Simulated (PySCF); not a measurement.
C₅H₉S (doublet state).
Numbering: `[CH2:1]=[CH:2][CH:3][CH2:4][CH2:5][SH:6]` (hydrogens: H7, H8 on C1; H9 on C2; H10 on C3; H11, H12 on C4; H13, H14 on C5; H15 on S6)

Cartesian coordinates in Å at the GFN2-xTB level; atoms count from 1:
```xyz
15
C5H9S angstrom
C      2.628    0.442    0.550
C      1.495   -0.259    0.242
C      0.370    0.290   -0.339
C     -0.860   -0.494   -0.622
C     -1.809   -0.540    0.587
S     -2.524    1.088    0.989
H      3.479   -0.034    1.001
H      2.702    1.495    0.345
H      1.474   -1.321    0.463
H      0.360    1.345   -0.569
H     -1.400   -0.063   -1.468
H     -0.599   -1.529   -0.860
H     -1.292   -0.909    1.473
H     -2.666   -1.178    0.376
H     -1.363    1.675    1.271
```

The hyperfine couplings belong to this conformer and change with its torsions.

The calculation used UKS B3LYP, pcH-1 on C H S, non-relativistic, mean-field spin-orbit, GIAO (PySCF 2.14.0). Geometry: GFN2-xTB, one conformer, isolated molecule. Couplings are sensitive to structure, and on GFN2-xTB geometries they can be far from those on DFT ones. No stability test was run, so a lower SCF solution isn't excluded. ⟨S²⟩ is 0.776 where a pure state has 0.75.

Largest spin populations (Mulliken): C3 (+0.67), C1 (+0.66) and C2 (-0.26). The angles at C3 add up to 360.0°, so it is planar; its axial dipolar tensor and the negative coupling of its proton fit spin in a p orbital normal to that plane.

Problem. McConnell's relation a(H) = Q·ρ ties the coupling of a proton on a planar π carbon to the spin population of that carbon. What Q do the computed values give?

Solution. 
| H | C | ρ(C) | a(H) (G) | a/ρ (G) |
| --- | --- | --- | --- | --- |
| H7 | C1 | +0.661 | -14.64 | -22.1 |
| H8 | C1 | +0.661 | -13.89 | -21.0 |
| H9 | C2 | -0.260 | +4.21 | -16.2 |
| H10 | C3 | +0.668 | -14.58 | -21.8 |

A least-squares line through the origin gives Q = -21.4 G with Mulliken populations. In every row coupling and population have opposite signs. Where ρ is negative the coupling is positive.

Problem. Leave H8 and its like out of the fit. How well does the relation then predict its coupling?

Solution. The other protons give Q = -21.1 G, so a = -21.1 × 0.661 = -13.95 G, against the computed -13.89 G.

Problem. How do the β-proton couplings of this frozen conformer go with θ, the angle between the C–H bond and the normal to the plane of the spin centre's three neighbours, both seen down the bond from centre to carbon?

Solution. 
```json
{"β H": "H11", "on": "C4", "centre": "C3", "θ (°)": "61", "cos²θ": "0.23", "a (G)": "+7.73"}
{"β H": "H12", "on": "C4", "centre": "C3", "θ (°)": "59", "cos²θ": "0.27", "a (G)": "+8.75"}
```

Couplings in gauss use g_iso = 2.0029.

Time: 52 s wall (with the writing of density and orbital grids); peak memory 0.89 GiB. Hardware: one thread of an Arm Neoverse V2, no GPU (shared host).
